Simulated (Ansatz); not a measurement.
# CHOSi: the cost of one run

Method: def2-TZVPP, core rule «outside noble gas», up to 7 orbitals frozen; program: Ansatz 0.2.0, Gaussian basis.

To be run: UHF; ROHF; CCSD(T) on UHF.

2 further runs of the same task are left out: 2 set aside as unsound or not needed.

## (1) The system

The geometry is a PBE0/def2-TZVP stationary point (not a proven minimum).

4 atoms, charge 0, spin multiplicity 2.

Atoms are counted from 1 here; the program's logs count them from 0.

Bond lengths: C1–O2 1.127 Å, Si3–H4 1.529 Å.

## (2) UHF

in.yaml reads:

```yaml
crystal:
  periodic: [false, false, false]
  atoms:
    - {symbol: C, position_ang: [0.000000, -0.024020, 2.154831]}
    - {symbol: O, position_ang: [0.000000, 0.064782, 1.031260]}
    - {symbol: Si, position_ang: [0.000000, -0.078311, -1.463067]}
    - {symbol: H, position_ang: [0.000000, 1.439987, -1.279434]}
basis:
  gaussian: {orbitals: def2-TZVPP}
magnetization: {spin_polarized: true, initial_magnetization: 1}
hamiltonian: {xc: hf}
output: {orbitals: {seedname: orbitals}}
```

Started as:

```
ansatz run in.yaml --threads 1 --pin off --events-out ev --progress --plain --max-ram 4096MiB --backend cpu
```

**Question.** How long does this run take on 1 thread of AMD EPYC 7R13, shared host, and how much memory does it need?

About 11 s, with a peak of 0.27 GiB.
